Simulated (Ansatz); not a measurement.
CaB6-type LaB6, treated with PBE (Ansatz, a first-principles code, PAW).

Run with plane-wave cutoff 500 eV, 10×10×10 k mesh, Fermi–Dirac smearing 0.05 eV, scalar-relativistic PAW data made under PBE.

Computed at the level's own relaxed cell.

**Question.** Predict the equilibrium volume per atom and equilibrium lattice constant a.

**Answer.** 
* **equilibrium volume per atom**: 10.25 Å³/atom
* **equilibrium lattice constant a**: 4.155 Å

Measured, for comparison: equilibrium volume per atom 10.26 Å³/atom, lattice constant a 4.157 Å (296 K, no zero-point or thermal correction; as tabulated in Tsubota and Kitagawa (2017), doi:10.1038/s41598-017-15766-y). Computed (rounded) less measured: equilibrium volume per atom -0.1 %, lattice constant a 0.0 %.

Spin–orbit coupling is not included.
